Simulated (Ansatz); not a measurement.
Gold, fcc: convergence with Methfessel-Paxton smearing

Computed with Ansatz, r²SCAN, scalar-relativistic PAW, on the relaxed cell (a = 4.123 Å; spin not included). Errors count from a run at 500 eV on a Γ-centred 22×22×22 mesh with Fermi-Dirac smearing of 0.1 eV, extrapolated to zero width. Fixed here: cutoff 500 eV, mesh 13×13×13. The SCF starts from atomic densities corrected by a trained network.

```
width (eV)  E(σ→0) error (meV/atom)  F error (meV/atom)  P (GPa)  SCF iterations
      0.03                      0.4                 0.4    -0.17               6
       0.1                      0.5                 0.5    -0.19               6
       0.2                      0.5                 0.4    -0.15               6
       0.3                      0.4                 0.1    -0.07               6
       0.6                     -0.9                -0.6     0.07               6
       1.0                     -1.6                 1.9     0.10               6
```

Task: What does the run at 0.01 give (width)?

Result: E(σ→0) error (meV/atom): 0.4; F error (meV/atom): 0.4; P (GPa): -0.19; SCF iterations: 6.
